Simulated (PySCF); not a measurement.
How strong are the bonds of chlorosilane?

Molecule: `[SiH3]Cl` (ClH3Si). Atom numbers as in the mapped SMILES `[SiH3:1][Cl:2]`.

Energies: M06-2X/def2-TZVP (PySCF, density fitting, integration grid level 3) on PBE0-D3(BJ)/def2-SVP structures. Zero-point and thermal terms (298.15 K, 1 bar) come from unscaled PBE0-D3(BJ)/def2-SVP harmonic frequencies, with soft modes damped to free rotors in the entropy.

```tsv
bond	r / Å	radicals	BDE(298 K) / kJ/mol	BDFE / kJ/mol	D₀ / kJ/mol	Dₑ / kJ/mol
Si1–H	1.489	[SiH2]Cl + H•	372	334	366	391
Si1–Cl2	2.068	SiH3• + Cl•	453	413	448	462
```

Homolysis to relaxed radicals in the gas phase; the table need not hold every single bond outside rings.

Weakest of these: Si1–H (372 kJ/mol); strongest: Si1–Cl2 (453 kJ/mol).

Note: spin-orbit coupling is left out of the energies, which matters for open shells on the heavier atoms.

---

# Homolysis of disiloxane, bond by bond

Molecule: disiloxane, `[SiH3]O[SiH3]` (H6OSi2). Numbering: `[SiH3:1][O:2][SiH3:3]`

Level of theory: M06-2X/def2-TZVP single points in PySCF, grid level 3; every species was optimised with PBE0-D3(BJ)/def2-SVP. Thermal corrections: PBE0-D3(BJ)/def2-SVP frequencies, unscaled, ideal gas at 298.15 K and 1 bar, quasi-RRHO entropy.

| bond | r / Å | radicals | BDE(298 K) / eV | BDFE / eV | D₀ / eV | Dₑ / eV |
| --- | --- | --- | --- | --- | --- | --- |
| Si1–O2 | 1.656 | SiH3• + `[O][SiH3]` | 5.55 | 5.07 | 5.51 | 5.72 |

Homolysis to relaxed radicals in the gas phase; the table need not hold every single bond outside rings.

Run with `OMP_NUM_THREADS=1 python redox_run.py task.json out` on 1 thread of Arm Neoverse V2, a shared host. Structures, frequencies and single points: 6.4 min of wall time.

---

## Homolysis of dichlorosilane, bond by bond

Parent: dichlorosilane, `Cl[SiH2]Cl` (Cl2H2Si). Non-hydrogen atoms are numbered in `[Cl:1][SiH2:2][Cl:3]`.

These are calculated values, M06-2X/def2-TZVP in PySCF (grid level 3) at geometries from PBE0-D3(BJ)/def2-SVP. Zero-point and thermal terms (298.15 K, 1 bar) come from unscaled PBE0-D3(BJ)/def2-SVP harmonic frequencies, with soft modes damped to free rotors in the entropy.

```
   bond  r / Å        radicals  BDE(298 K) / kcal/mol  BDFE / kcal/mol  D₀ / kcal/mol  Dₑ / kcal/mol
  Si2–H  1.483  Cl[SiH]Cl + H•                   88.7             79.8           87.3           93.2
Cl1–Si2  2.055  Cl• + [SiH2]Cl                  109.7             99.5          108.7          111.3
```

Homolysis to relaxed radicals in the gas phase; the table need not hold every single bond outside rings.

Weakest of these: Si2–H (88.7 kcal/mol); strongest: Cl1–Si2 (109.7 kcal/mol).

Note: spin-orbit coupling is left out of the energies, which matters for open shells on the heavier atoms.
